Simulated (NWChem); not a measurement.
# doublet C4H5N+: levels of theory compared

Wanted: a comparison of 6 runs (U-wB97X/def2-SVP, UB2PLYP/def2-SVP, UB3LYP/def2-SVP, UBHLYP/def2-SVP, UCAM-B3LYP/def2-SVP, UM06-2X/def2-SVP) of doublet C4H5N+. 

The calculation is run with NWChem 7.3.0.

## 1. The system as given

C4H5N+: 10 atoms, total charge +1, spin state doublet. As SMILES of the parent species, `C=CCC#N`. The shape is that of a PBE0-D4/def2-TZVP optimisation. This is one conformer, not always the lowest. That shape belongs to the parent species and isn't relaxed for this state.

Bond lengths: C1–C2 1.322 Å, C2–C3 1.502 Å, C3–C4 1.453 Å, C4–N5 1.149 Å, C1–H6 1.085 Å, C1–H7 1.083 Å, C2–H8 1.086 Å, C3–H9 1.096 Å, C3–H10 1.096 Å. Some angles: C1–C2–C3 125.6°, C2–C3–C4 113.9°, C3–C4–N5 179.2°, C1–C2–H8 120.3°, C3–C2–H8 114.1°, C2–C1–H6 121.8°, C2–C1–H7 120.8°, C2–C3–H9 110.1°, C2–C3–H10 110.1°, C4–C3–H9 108.3°.

## 2. A single-point energy at U-wB97X/def2-SVP (run 1)

The input, sp.nw:

```
start sp
memory total 2200 mb
charge 1

geometry noautosym nocenter noautoz
C       -1.129800      -0.688300      -0.726400
C       -0.331500      -0.736700       0.326700
C        0.719500       0.278700       0.674500
C        0.811600       1.377200      -0.272100
N        0.873900       2.238900      -1.029700
H       -1.078900       0.123300      -1.444900
H       -1.863000      -1.465500      -0.902800
H       -0.403000      -1.561200       1.030500
H        0.524400       0.697000       1.668600
H        1.702000      -0.202800       0.738800
end

basis spherical bse
C library def2-SVP
N library def2-SVP
H library def2-SVP
end

dft
xc wb97x
mult 2
grid fine
convergence energy 1e-08
iterations 100
mulliken
end

task dft
```

The run is started by

```
$ nwchem sp.nw > sp.out
```

Output:

```text
[...]
          Wavefunction type:  spin polarized.
          No. of atoms     :    10
          No. of electrons :    35
[...]
          Charge           :     1
          Spin multiplicity:     2
[...]
          AO basis - number of functions:    95
[...]
              XC Information
              --------------
                       wb97x  Method XC Functional
                     Hartree-Fock (Exact) Exchange  1.000
                         wb97x Exchange Functional  1.000
                      wb97x Correlation Functional  1.000
[...]
 d= 0,ls=0.0,diis     1   -209.4218265898 -3.53D+02  6.67D-03  2.23D-01     4.2
[...]
 d= 0,ls=0.0,diis    15   -209.5437016662 -2.85D-09  3.57D-07  1.23D-10    67.4
[...]
         Total DFT energy =     -209.543701666247
      One electron energy =     -556.576991320878
           Coulomb energy =      233.619650955819
    Exchange-Corr. energy =      -29.997563367105
 Nuclear repulsion energy =      143.411202065918
[...]
      Total Density - Mulliken Population Analysis
     ---------------------------------------------
    Atom       Charge   Shell Charges
 -----------   ------   -------------------------------------------------------
    1 C    6     5.81   1.99  0.95  0.26  1.99  0.59  0.03
    2 C    6     6.01   1.99  0.96  0.32  1.99  0.72  0.04
    3 C    6     5.86   1.99  0.91 -0.06  2.16  0.83  0.03
    4 C    6     6.35   1.99  0.93  0.24  2.07  1.07  0.04
    5 N    7     6.85   1.99  1.10  0.48  2.19  1.05  0.04
    6 H    1     0.83   0.71  0.09  0.03
    7 H    1     0.82   0.72  0.08  0.02
    8 H    1     0.83   0.72  0.09  0.02
    9 H    1     0.82   0.70  0.10  0.03
   10 H    1     0.82   0.70  0.10  0.03
[...]
      <S2> =      0.7525 (Exact =     0.7500)
[...]
```

Wall time 68 s (1 thread of Intel Xeon 6975P-C (Granite Rapids), shared host); peak memory 0.12 GiB.

## 3. The energy at UB2PLYP/def2-SVP (run 2)

The input, nw.nw:

```
start nw
title "C4H5N"
memory 2200 mb
charge 1
geometry units bohr noautosym nocenter noautoz
 C  -2.13501258 -1.30069849 -1.37269706
 C  -0.62644421 -1.39216124  0.61737352
 C   1.35965795  0.52666667  1.27462027
 C   1.53370172  2.60253082 -0.51419448
 N   1.65143166  4.23090782 -1.94585099
 H  -2.03882552  0.23300323 -2.73046528
 H  -3.52055977 -2.76939364 -1.70604475
 H  -0.76155963 -2.95024043  1.94736277
 H   0.99097238  1.31713911  3.15319701
 H   3.21631386 -0.38323646  1.39612966
end
basis spherical bse
 * library def2-SVP
end
dft
 xc hfexch 0.53 becke88 0.47 lyp 0.73 mp2 0.27
 dftmp2 semidirect
 mult 2
 grid fine
 convergence energy 1e-08
 maxiter 100
 mulliken
 noprint "final vectors analysis"
end
mp2
 freeze core 5
end
task dft energy
```

The run is started by

```
$ nwchem nw.nw > nw.out
```

Output:

```text
[...]
          Wavefunction type:  spin polarized.
          No. of atoms     :    10
          No. of electrons :    35
[...]
          Charge           :     1
          Spin multiplicity:     2
[...]
          AO basis - number of functions:    95
[...]
              XC Information
              --------------
                     Hartree-Fock (Exact) Exchange  0.530
                    Becke 1988 Exchange Functional  0.470
              Lee-Yang-Parr Correlation Functional  0.730
[...]
 d= 0,ls=0.0,diis     1   -209.0407646716 -3.52D+02  7.38D-03  2.11D-01     2.0
[...]
 d= 0,ls=0.5,diis    41   -209.1658556113 -9.89D-09  2.93D-07  1.72D-09    78.1
[...]
         Total DFT energy =     -209.165855617010
      One electron energy =     -556.410044971311
           Coulomb energy =      233.462211735875
    Exchange-Corr. energy =      -29.629214085992
 Nuclear repulsion energy =      143.411191704419
[...]
      Total Density - Mulliken Population Analysis
     ---------------------------------------------
    Atom       Charge   Shell Charges
 -----------   ------   -------------------------------------------------------
    1 C    6     5.79   1.99  0.95  0.24  1.97  0.61  0.03
    2 C    6     5.99   1.99  0.97  0.30  1.97  0.72  0.04
    3 C    6     5.83   1.99  0.91 -0.07  2.14  0.81  0.04
    4 C    6     6.30   1.99  0.93  0.22  2.06  1.05  0.05
    5 N    7     6.92   1.99  1.10  0.52  2.17  1.09  0.04
    6 H    1     0.83   0.71  0.09  0.03
    7 H    1     0.83   0.72  0.09  0.03
    8 H    1     0.84   0.73  0.09  0.02
    9 H    1     0.83   0.70  0.10  0.03
   10 H    1     0.83   0.70  0.10  0.03
[...]
      <S2> =      0.7527 (Exact =     0.7500)
[...]
  Basis functions       =     95
[...]
```

Run time: 84 s. Hardware: 1 thread of Intel Xeon 6975P-C (Granite Rapids), shared host; peak memory 0.27 GiB.

Runs 3 to 4 aren't shown in full; the table further down has their settings and results.

## 4. The energy at UCAM-B3LYP/def2-SVP (run 5)

The input, geom.nw:

```
start geom
title "C4H5N energy"
memory 2200 mb
charge 1

geometry units atomic noautosym nocenter noautoz
   C   -2.13501258  -1.30069849  -1.37269706
   C   -0.62644421  -1.39216124   0.61737352
   C    1.35965795   0.52666667   1.27462027
   C    1.53370172   2.60253082  -0.51419448
   N    1.65143166   4.23090782  -1.94585099
   H   -2.03882552   0.23300323  -2.73046528
   H   -3.52055977  -2.76939364  -1.70604475
   H   -0.76155963  -2.95024043   1.94736277
   H    0.99097238   1.31713911   3.15319701
   H    3.21631386  -0.38323646   1.39612966
end

basis spherical bse
   C library def2-SVP
   N library def2-SVP
   H library def2-SVP
end

dft
   xc xcamb88 1.00 lyp 0.81 vwn_5 0.19 hfexch 1.00
   cam 0.33 cam_alpha 0.19 cam_beta 0.46
   mult 2
   grid fine
   convergence energy 1e-08
   direct
   iterations 100
   mulliken
end

task dft energy
```

The run is started by

```
$ nwchem geom.nw > geom.out
```

Output:

```text
[...]
          Wavefunction type:  spin polarized.
          No. of atoms     :    10
          No. of electrons :    35
[...]
          Charge           :     1
          Spin multiplicity:     2
[...]
          AO basis - number of functions:    95
[...]
              XC Information
              --------------
                     Hartree-Fock (Exact) Exchange  1.000
                   CAM-Becke88 Exchange Functional  1.000
                      VWN V Correlation Functional  0.190 local
              Lee-Yang-Parr Correlation Functional  0.810
[...]
 d= 0,ls=0.0,diis     1   -209.3622834378 -3.53D+02  7.83D-03  2.31D-01     4.2
[...]
 d= 0,ls=0.0,diis    15   -209.4837102500 -5.91D-09  3.90D-07  2.57D-10    62.0
[...]
         Total DFT energy =     -209.483710250023
      One electron energy =     -556.627752778659
           Coulomb energy =      233.665232319797
    Exchange-Corr. energy =      -29.932381495580
 Nuclear repulsion energy =      143.411191704419
[...]
      Total Density - Mulliken Population Analysis
     ---------------------------------------------
    Atom       Charge   Shell Charges
 -----------   ------   -------------------------------------------------------
    1 C    6     5.79   1.99  0.96  0.24  2.01  0.58  0.03
    2 C    6     6.01   1.99  0.97  0.31  2.01  0.70  0.04
    3 C    6     5.82   1.98  0.92 -0.12  2.18  0.82  0.03
    4 C    6     6.36   1.99  0.94  0.24  2.08  1.06  0.04
    5 N    7     6.82   1.99  1.11  0.46  2.20  1.03  0.04
    6 H    1     0.84   0.71  0.11  0.02
    7 H    1     0.84   0.71  0.11  0.02
    8 H    1     0.85   0.72  0.11  0.02
    9 H    1     0.83   0.69  0.12  0.03
   10 H    1     0.83   0.69  0.12  0.03
[...]
      <S2> =      0.7522 (Exact =     0.7500)
[...]
```

Run time: 63 s. Hardware: 1 thread of Intel Xeon 6975P-C (Granite Rapids), shared host; peak memory 0.11 GiB.

## 5. A single-point energy at UM06-2X/def2-SVP (run 6)

The input, calc.nw:

```
start calc
title "C4H5N"
memory stack 880 mb heap 220 mb global 1100 mb
charge 1
geometry units angstrom noautosym nocenter noautoz
 C       -1.129800      -0.688300      -0.726400
 C       -0.331500      -0.736700       0.326700
 C        0.719500       0.278700       0.674500
 C        0.811600       1.377200      -0.272100
 N        0.873900       2.238900      -1.029700
 H       -1.078900       0.123300      -1.444900
 H       -1.863000      -1.465500      -0.902800
 H       -0.403000      -1.561200       1.030500
 H        0.524400       0.697000       1.668600
 H        1.702000      -0.202800       0.738800
end
basis spherical bse
 * library def2-SVP
end
dft
 xc m06-2x
 mult 2
 grid fine
 convergence energy 1e-08
 maxiter 100
 mulliken
end
task dft energy
```

The run is started by

```
$ nwchem calc.nw > calc.out
```

Output:

```text
[...]
          Wavefunction type:  spin polarized.
          No. of atoms     :    10
          No. of electrons :    35
[...]
          Charge           :     1
          Spin multiplicity:     2
[...]
          AO basis - number of functions:    95
[...]
              XC Information
              --------------
                       M06-2X Method XC Functional
                     Hartree-Fock (Exact) Exchange  0.540
                        M06-2X Exchange Functional  1.000
                      M06-2X Correlation Potential  1.000
[...]
 d= 0,ls=0.0,diis     1   -209.3813910894 -3.53D+02  8.05D-03  2.07D-01     2.7
[...]
 d= 0,ls=0.0,diis    14   -209.5030948699 -7.09D-09  3.49D-07  2.69D-10    35.3
[...]
         Total DFT energy =     -209.503094869893
      One electron energy =     -556.503435698370
           Coulomb energy =      233.543545635847
    Exchange-Corr. energy =      -29.954406873288
 Nuclear repulsion energy =      143.411202065918
[...]
      Total Density - Mulliken Population Analysis
     ---------------------------------------------
    Atom       Charge   Shell Charges
 -----------   ------   -------------------------------------------------------
    1 C    6     5.82   1.99  0.94  0.27  1.99  0.60  0.03
    2 C    6     6.02   1.99  0.96  0.31  1.98  0.74  0.04
    3 C    6     5.84   1.99  0.91 -0.08  2.16  0.84  0.03
    4 C    6     6.33   1.99  0.92  0.24  2.07  1.07  0.04
    5 N    7     6.89   1.99  1.10  0.53  2.18  1.06  0.04
    6 H    1     0.82   0.71  0.08  0.02
    7 H    1     0.82   0.72  0.08  0.02
    8 H    1     0.83   0.72  0.09  0.02
    9 H    1     0.81   0.70  0.09  0.02
   10 H    1     0.81   0.70  0.09  0.02
[...]
      <S2> =      0.7528 (Exact =     0.7500)
[...]
```

It took 36 s on 1 thread of Intel Xeon 6975P-C (Granite Rapids), shared host; peak memory 0.12 GiB.

## 6. All runs side by side

```
run                level  frozen core orbitals  energy (Eh)  HOMO energy (eV)  LUMO energy (eV)   ⟨S²⟩  wall time
  1     U-wB97X/def2-SVP                     –  -209.543702            -16.94            -10.45  0.752       68 s
  2     UB2PLYP/def2-SVP                     5  -209.377917                 –                 –  0.753       84 s
  3      UB3LYP/def2-SVP                     –  -209.607709            -14.50            -12.85  0.752       30 s
  4      UBHLYP/def2-SVP                     –  -209.478207            -15.63            -11.48  0.752       32 s
  5  UCAM-B3LYP/def2-SVP                     –  -209.483710            -15.88            -11.53  0.752       63 s
  6     UM06-2X/def2-SVP                     –  -209.503095            -15.82            -11.51  0.753       36 s
```

## 7. Outcome

```
                                 quantity          value
                      run 6: total energy  -209.50309 Eh
run 6: HOMO energy (highest over α and β)      -15.82 eV
 run 6: LUMO energy (lowest over α and β)      -11.51 eV
                              run 6: ⟨S²⟩          0.753
```

Totals of different functionals can't be ranked against each other. All runs together took 5.2 min, the longest 84 s.
